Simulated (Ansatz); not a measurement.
Species: C₂H₅, SMILES `C[CH2]` (charge 0, multiplicity 2), formula C$_{2}$H$_{5}$.

How many basis functions does frozen-core CCSD(T)/cc-pVTZ // PBE-D3(BJ)/def2-TZVP run with Ansatz (a first-principles code) use, how many core orbitals are frozen, and how many electrons are correlated?

130 basis functions and 2 frozen orbitals, which leaves 13 correlated electrons. Core time is of the order of seconds.
